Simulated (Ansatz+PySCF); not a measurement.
Results of a calculation; reference values are marked as such.
**Several solutions for singlet N2**

| atom | x (Å) | y (Å) | z (Å) |
| --- | --- | --- | --- |
| N | 0.0250 | -0.0126 | -0.5075 |
| N | -0.0009 | -0.0490 | 0.5392 |

Basis set: def2-SVP (spherical functions). Charge 0, multiplicity 1.

CASSCF(10,8) was run from several starts with Ansatz (development build ahead of 0.2.0) and PySCF 2.14.0. The starts are those of the Hartree–Fock orbitals from which the active space was taken at the frontier.

```json
{"run": "A", "program": "Ansatz", "start": "search for the lowest state", "converged": "yes", "energy (hartree)": "-108.98867", "<S²>": "0.00"}
{"run": "B", "program": "Ansatz", "start": "atomic start, no search", "converged": "yes", "energy (hartree)": "-108.98867", "<S²>": "0.00"}
{"run": "C", "program": "Ansatz", "start": "stability test followed", "converged": "yes", "energy (hartree)": "-108.98867", "<S²>": "0.00"}
{"run": "D", "program": "PySCF", "start": "program defaults", "converged": "yes", "energy (hartree)": "-108.96119", "<S²>": "0.00"}
```

Which runs reached the lowest solution of this kind, and what is wrong with the others?

A, B, C reached the lowest solution found. Converged but too high: D by 0.75 eV. Convergence only shows a stationary point; in CASSCF the end hangs on which orbitals enter the active space. Caution: other starts end on other solutions of this active space.
